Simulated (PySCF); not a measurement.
## A small calculation by hand: dipole moment from atomic charges

C2H6S, SMILES CCS. Atoms are numbered in the order given.

```xyz
9

C     -1.4424     0.7545    -0.3609
C     -0.4922    -0.4271    -0.4898
S      1.0222    -0.2517     0.4912
H     -2.3551     0.5787    -0.9380
H     -0.9769     1.6698    -0.7352
H     -1.7153     0.9187     0.6833
H     -0.9577    -1.3403    -0.1117
H     -0.2253    -0.6107    -1.5319
H      1.4828     0.8466    -0.1214
```
Charge 0, spin multiplicity 1.

Geometry optimised at ωB97X-D3(BJ)/def2-TZVP. Other conformers were not sampled.

Charges (e) from PySCF with PBE/def2-TZVPD:

| atom | ESP fit | IAO |
|---|---|---|
| C1 | -0.349 | -0.437 |
| C2 | 0.091 | -0.341 |
| S3 | -0.356 | -0.079 |
| H4 | 0.091 | 0.149 |
| H5 | 0.105 | 0.147 |
| H6 | 0.098 | 0.154 |
| H7 | 0.113 | 0.164 |
| H8 | 0.024 | 0.155 |
| H9 | 0.181 | 0.089 |

The dipole moment of the full density is 1.66 D.

What dipole moment does each set of point charges give, and which comes closer to that of the density?


μ = Σ q r, and 1 e Å = 4.8032 D.
ESP fit: Σ q r = (-0.236, 0.093, -0.260) e Å, |μ| = 1.74 D.
IAO: Σ q r = (-0.101, 0.070, -0.123) e Å, |μ| = 0.84 D.
ESP fit comes closer in size. Point charges leave out the atoms' own dipoles (lone pairs, polarised bonds); fits to the potential absorb them, partitions of the density don't.
